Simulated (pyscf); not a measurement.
This saddle point was located with ωB97X-D3(BJ)/def2-SVP in PySCF.

```
Si
C 1 1.8396
H 2 1.1004 1 110.66
H 2 1.1005 3 109.50 1 122.39
H 2 1.1022 3 108.82 4 120.09
Cl 1 2.0365 2 113.36 3 166.86
Cl 1 2.0368 2 116.02 3 37.03
H 1 1.7616 2 94.07 3 -71.79
H 8 0.8586 1 76.00 2 -127.66
Cl 8 1.8968 9 77.72 1 -143.42
```
Charge 0, spin multiplicity 1.

Surface: singlet, charge 0. Lowest wavenumbers (cm⁻¹): 2072i, 46, 57, 134, 160.

Problem. Which two sides does it connect, and which bonds change?

Solution. H₃C–SiH(Cl)–Cl + HCl <-> H₃C–SiH(Cl)–Cl + HCl, a four-centre exchange read from left to right: H–Si, Cl–H broken and H–Si, Cl–H formed. At ωB97M-D3(BJ)/def2-TZVP it lies +63.7 kcal/mol from the left side and +63.7 kcal/mol from the right (each side as separated species at their lowest minima found). The same reactants have a lower exit, to CH₄ + Cl–SiH(Cl)–Cl (barrier +44.1 kcal/mol at ωB97M-D3(BJ)/def2-TZVP, against +63.7 kcal/mol here). Another saddle between the same species, by other bonds, lies lower (35.4 kcal/mol against 63.7 kcal/mol at ωB97M-D3(BJ)/def2-TZVP).
